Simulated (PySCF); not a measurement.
# C3H8O: fields and orbitals

Aim: take C3H8O and find what binds its two fragments and analyse its density (charges, bond critical points, surface potential).

Method: levels as typed in each script, gas phase, geometry from GFN2-xTB; program: PySCF 2.14.0.

## 1. Starting geometry

12 atoms, charge 0, spin multiplicity 1.

Bond lengths: C1–C2 1.521 Å, C1–H3 1.088 Å, C1–H4 1.088 Å, C1–H5 1.088 Å, C2–H6 1.087 Å, C2–H7 1.088 Å, C2–H8 1.088 Å, C9–O10 1.192 Å, C9–H11 1.103 Å, C9–H12 1.103 Å. Angles: C2–C1–H3 110.7°, C2–C1–H4 110.5°, C2–C1–H5 110.5°, H3–C1–H4 108.3°, H3–C1–H5 108.3°, H4–C1–H5 108.3°, C1–C2–H6 110.5°, C1–C2–H7 110.5°, C1–C2–H8 110.5°, H6–C2–H7 108.5°, H6–C2–H8 108.4°, H7–C2–H8 108.3°, O10–C9–H11 122.7°, O10–C9–H12 122.7°, H11–C9–H12 114.5°.

Coordinates:

```xyz
12

C    -2.6529    0.2812    0.1384
C    -1.3589   -0.4634   -0.1542
H    -3.4639   -0.4174    0.3338
H    -2.5358    0.9217    1.0095
H    -2.9344    0.9041   -0.7076
H    -0.5499    0.2382   -0.3421
H    -1.4741   -1.0997   -1.0292
H    -1.0806   -1.0903    0.6910
C     2.4584   -0.3650    0.1234
O     1.9977    0.7031   -0.1387
H     3.3652   -0.4885    0.7386
H     2.0122   -1.3097   -0.2295
```

## 2. Binding of the two fragments (r2SCAN/def2-tzvp)

Input file input.py:

```python
import numpy as np
from pyscf import gto, scf, dft
from pyscf.scf import atom_ks, atom_hf
from scipy.linalg import block_diag
from pyscf.dispersion import dftd3

def solve(mol, dm0=None, hcore=None):
    mf = (dft.UKS if mol.spin else dft.RKS)(mol, xc='r2scan')
    mf.grids.level = 3
    mf = mf.density_fit(auxbasis='def2-universal-jkfit')
    mf.conv_tol, mf.max_cycle = 1e-8, 80
    if hcore is not None:
        mf.get_hcore = lambda *args: hcore
    mf.kernel(dm0)
    if not mf.converged:
        mf = mf.newton().run(mf.mo_coeff, mf.mo_occ, max_cycle=30)
    assert mf.converged, 'SCF not converged'
    return mf

mol = gto.M(atom='''
C     -2.65289     0.28120     0.13837
C     -1.35888    -0.46341    -0.15419
H     -3.46386    -0.41743     0.33376
H     -2.53578     0.92173     1.00953
H     -2.93441     0.90406    -0.70757
H     -0.54991     0.23823    -0.34207
H     -1.47413    -1.09972    -1.02920
H     -1.08062    -1.09035     0.69099
C      2.45840    -0.36500     0.12336
O      1.99768     0.70313    -0.13871
H      3.36521    -0.48854     0.73859
H      2.01225    -1.30975    -0.22954
''', basis='def2-tzvp', charge=0, spin=0, verbose=4)
mol_a = gto.M(atom='''
C     -2.65289     0.28120     0.13837
C     -1.35888    -0.46341    -0.15419
H     -3.46386    -0.41743     0.33376
H     -2.53578     0.92173     1.00953
H     -2.93441     0.90406    -0.70757
H     -0.54991     0.23823    -0.34207
H     -1.47413    -1.09972    -1.02920
H     -1.08062    -1.09035     0.69099
ghost-C      2.45840    -0.36500     0.12336
ghost-O      1.99768     0.70313    -0.13871
ghost-H      3.36521    -0.48854     0.73859
ghost-H      2.01225    -1.30975    -0.22954
''', basis='def2-tzvp', charge=0, spin=0, verbose=4)
mol_b = gto.M(atom='''
ghost-C     -2.65289     0.28120     0.13837
ghost-C     -1.35888    -0.46341    -0.15419
ghost-H     -3.46386    -0.41743     0.33376
ghost-H     -2.53578     0.92173     1.00953
ghost-H     -2.93441     0.90406    -0.70757
ghost-H     -0.54991     0.23823    -0.34207
ghost-H     -1.47413    -1.09972    -1.02920
ghost-H     -1.08062    -1.09035     0.69099
C      2.45840    -0.36500     0.12336
O      1.99768     0.70313    -0.13871
H      3.36521    -0.48854     0.73859
H      2.01225    -1.30975    -0.22954
''', basis='def2-tzvp', charge=0, spin=0, verbose=4)
ab, a, b = solve(mol), solve(mol_a), solve(mol_b)
e_int = ab.e_tot - a.e_tot - b.e_tot
print('counterpoise-corrected interaction energy / kcal/mol', e_int * 627.5095)
def disp(atoms, charge):
    m = gto.M(atom=atoms, charge=charge, basis='sto-3g', spin=None, unit='Bohr', verbose=0)
    return dftd3.DFTD3Dispersion(m, xc='r2scan', version='d3bj').get_dispersion()['energy']
e_disp = disp(mol._atom, mol.charge) - disp(mol._atom[:8], mol_a.charge) - disp(mol._atom[8:], mol_b.charge)
print('D3(BJ) part / kcal/mol', e_disp * 627.5095)
# spherically averaged free atoms, for the promolecule
atm = atom_ks.get_atm_nrks(mol, xc='r2scan')
pro = block_diag(*[(atm[a[0]][2] * atm[a[0]][3]) @ atm[a[0]][2].T for a in mol._atom])
np.savez('result.npz', e_int=e_int, e_disp=e_disp, dm_a=a.make_rdm1(), dm_b=b.make_rdm1(), c=ab.mo_coeff, occ=ab.mo_occ, eps=ab.mo_energy, pro=pro, d=[f.dip_moment(verbose=0) for f in (ab, a, b)])
```

On the command line:

```
$ OMP_NUM_THREADS=1 python input.py
```

## 4. Density, bond paths and surface potential (r2SCAN/def2-tzvp)

Input file input.py:

```python
import numpy as np
from pyscf import gto, scf, dft
from pyscf.scf import atom_ks, atom_hf
from scipy.linalg import block_diag

def solve(mol, dm0=None, hcore=None):
    mf = (dft.UKS if mol.spin else dft.RKS)(mol, xc='r2scan')
    mf.grids.level = 3
    mf = mf.density_fit(auxbasis='def2-universal-jkfit')
    mf.conv_tol, mf.max_cycle = 1e-8, 80
    if hcore is not None:
        mf.get_hcore = lambda *args: hcore
    mf.kernel(dm0)
    if not mf.converged:
        mf = mf.newton().run(mf.mo_coeff, mf.mo_occ, max_cycle=30)
    assert mf.converged, 'SCF not converged'
    return mf

mol = gto.M(atom='''
C     -2.65289     0.28120     0.13837
C     -1.35888    -0.46341    -0.15419
H     -3.46386    -0.41743     0.33376
H     -2.53578     0.92173     1.00953
H     -2.93441     0.90406    -0.70757
H     -0.54991     0.23823    -0.34207
H     -1.47413    -1.09972    -1.02920
H     -1.08062    -1.09035     0.69099
C      2.45840    -0.36500     0.12336
O      1.99768     0.70313    -0.13871
H      3.36521    -0.48854     0.73859
H      2.01225    -1.30975    -0.22954
''', basis='def2-tzvp', charge=0, spin=0, verbose=4)
mf = solve(mol)
mf.analyze()
# spherically averaged free atoms, for the promolecule
atm = atom_ks.get_atm_nrks(mol, xc='r2scan')
pro = block_diag(*[(atm[a[0]][2] * atm[a[0]][3]) @ atm[a[0]][2].T for a in mol._atom])
np.savez('result.npz', e=mf.e_tot, c=mf.mo_coeff, occ=mf.mo_occ, eps=mf.mo_energy, pro=pro, dip=mf.dip_moment(verbose=0), s2=mf.spin_square()[0])
```

(Steps that only read results are left out.)

**Question.** What will these runs give? Wanted: interaction energy, counterpoise; dipole moment; HOMO, LUMO.

As calculated:

| quantity | value |
| --- | --- |
| interaction energy, counterpoise (r2SCAN/def2-tzvp) | -0.4 kcal/mol |
| dipole moment (r2SCAN/def2-tzvp) | 2.19 D |
| HOMO, LUMO (r2SCAN/def2-tzvp) | -6.53, -2.25 eV |

**Reading.** The counterpoise-corrected interaction energy of the frozen fragments is −0.4 kcal/mol without dispersion correction and −0.8 kcal/mol with D3(BJ). The pair geometry is semi-empirical, not a minimum at this level. At r2SCAN/def2-tzvp: The highest Hirshfeld charge is on C9 (+0.12 e), the lowest on O10 (−0.19 e). The geometry was not optimised at these levels.
